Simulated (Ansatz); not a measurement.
## Scan of the H4–C1–Si2 angle

CH$_{5}$NaSi (SMILES C[SiH2][Na]), closed shell, at its PBE0-D4/def2-TZVP minimum:

```xyz
8
angstrom
C -0.7363 0.7648 -0.1524
Si 0.5281 -0.6579 -0.0188
Na 2.1717 -0.7591 2.2027
H -1.3244 0.6952 -1.0712
H -0.2305 1.7337 -0.1467
H -1.4276 0.7489 0.6941
H 1.3033 -0.6096 -1.3114
H -0.2844 -1.9159 -0.1963
```

The angle H4–C1–Si2 (111.6° at the minimum) is set to the values below, H4, with anything bonded beyond it, turning rigidly in the plane of the angle. Each method's energies count from its own value at the PBE0-D4 minimum structure. Program: Ansatz 0.2.0. Basis: def2-TZVPP. Cores are frozen in the correlated methods. The outer core shell of Li, Na, Mg and K is correlated. The def2 sets are not built for correlating such inner shells, so the correlated values are less sure here.

CCSD(T) energies along the scan:
```csv
angle (°),CCSD(T) (eV)
93.6,0.221
98.1,0.126
102.6,0.057
107.1,0.015
111.6,0.000
116.1,0.012
120.6,0.052
125.1,0.120
129.6,0.215
```
They count from the CCSD(T) energy at the PBE0-D4 minimum.

Minimum and curvature along this coordinate at CCSD(T): A fifth-order fit through the nearest points gives 111.8°, with a curvature of about 1.3 meV/deg².

Largest difference from the CCSD(T) curve over the scan: PBE-D4 0.025; PBE0-D4 0.012; wB97M-V 0.006; HF 0.038 eV. Each curve counts from its own value at the minimum.

No T1 diagnostic of these runs exceeds 0.010.

For scale, one of the runs: CCSD(T)/def2-TZVPP, 175 basis functions (an equivalent command: `ansatz run in.yaml --threads 2`). Hardware: 2 CPU threads, shared host. Wall time 46 s; peak host memory 1.6 GiB.
